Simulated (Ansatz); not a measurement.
A calculation with Ansatz (development build ahead of 0.2.0).

```yaml
crystal:
  periodic: [false, false, false]
  atoms:
    - { symbol: C, position_ang: [-0.00981, -0.41018, -0.05348] }
    - { symbol: O, position_ang: [-0.00168, -0.39265, 1.14414] }
    - { symbol: "N", position_ang: [-0.00414, 0.68143, -0.84533] }
    - { symbol: H, position_ang: [0.00696, -1.35821, -0.64716] }
    - { symbol: H, position_ang: [0.00983, 0.5952, -1.86113] }
    - { symbol: H, position_ang: [-0.0077, 1.60743, -0.43215] }
basis:
  gaussian: { orbitals: STO-3G }
hamiltonian:
  xc: hf
correlation:
  method: mp2
  frozen_orbitals: { C: 1, H: 0, "N": 1, O: 1 }
```

The input is written out in the form of the current development build from the run's settings.

Results

| Item | Value |
| --- | --- |
| Converged | yes |
| Reference energy | -166.68375 hartree |
| Correlation energy | -0.15769 hartree |
| Total energy | -166.84144 hartree |
| Spin squared of the determinant | 0.000 |
